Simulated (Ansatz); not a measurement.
# ClH4NSi: the cost of one run

Program: Ansatz 0.2.0 through its Python package. The levels of theory stand in the script. These are calculated values, not measurements.

### 1 The system

Bond lengths: N1–Si2 1.651 Å, Si2–Cl3 2.024 Å, N1–H4 1.066 Å, N1–H5 1.036 Å, Si2–H6 1.494 Å, Si2–H7 1.498 Å. Angles: N1–Si2–Cl3 107.5°, N1–Si2–H6 108.4°, N1–Si2–H7 109.0°, Cl3–Si2–H6 109.2°, Cl3–Si2–H7 110.9°, H6–Si2–H7 111.7°, Si2–N1–H4 105.8°, Si2–N1–H5 110.3°, H4–N1–H5 104.0°.

clh4nsi.xyz, read by the script:

```xyz
7

N    -0.77960   -0.27930   -0.70210
Si    0.55910    0.00820    0.21990
Cl    0.58260   -1.36580    1.70570
H    -0.88680    0.57380   -1.33180
H    -1.63150   -0.26390   -0.11240
H     0.43720    1.37280    0.81490
H     1.78020   -0.11380   -0.63990
```

### 2 The script

File basis_clh4nsi.py:

```python
"""Basis-set convergence for ClH4NSi."""

import warnings

import ansatz as az

warnings.simplefilter("ignore", az.DeckWarning)

clh4nsi = az.Crystal.molecule_from_extxyz("clh4nsi.xyz")

job = clh4nsi.calculation().correlation("mp2")

energies = {}
for basis in ["cc-pVDZ", "cc-pVTZ"]:
    rep = job.basis(gaussian=basis).run(threads=1, backend="cpu").report
    size = rep["n_frozen"] + rep["n_occupied"][0] + rep["n_virtual"][0]
    energies[basis] = (rep["reference_energy_ev"] / 27.211386246, rep["free_energy_ev"] / 27.211386246)
    print(f"{basis:14s} {size:4d} orbitals  reference {energies[basis][0]:14.6f} Ha  total {energies[basis][1]:14.6f} Ha")

# correlation energy at the basis limit from E(X) = E + A / X^3
small, large = (energies[b][1] - energies[b][0] for b in ("cc-pVDZ", "cc-pVTZ"))
limit = (3 ** 3 * large - 2 ** 3 * small) / (3 ** 3 - 2 ** 3)
print(f"correlation energy: {small:.6f} and {large:.6f} Ha, extrapolated {limit:.6f} Ha")
print(f"share caught by the larger set: {100 * large / limit:.1f} %")
```

### 3 The input behind the calls

The engine receives this input (first run):

```yaml
crystal:
  periodic: [false, false, false]
  atoms:
    - { symbol: "N", position_ang: [-0.7796, -0.2793, -0.7021] }
    - { symbol: Si, position_ang: [0.5591, 0.0082, 0.2199] }
    - { symbol: Cl, position_ang: [0.5826, -1.3658, 1.7057] }
    - { symbol: H, position_ang: [-0.8868, 0.5738, -1.3318] }
    - { symbol: H, position_ang: [-1.6315, -0.2639, -0.1124] }
    - { symbol: H, position_ang: [0.4372, 1.3728, 0.8149] }
    - { symbol: H, position_ang: [1.7802, -0.1138, -0.6399] }
basis:
  gaussian:
    orbitals: cc-pVDZ
correlation:
  method: mp2
```

### 4 Launch

Run with:

```
> python basis_clh4nsi.py
```

Q: Estimate wall time and peak memory on 1 thread of Arm Neoverse V1, shared host.

About 3.7 s, with a peak of 0.31 GiB.
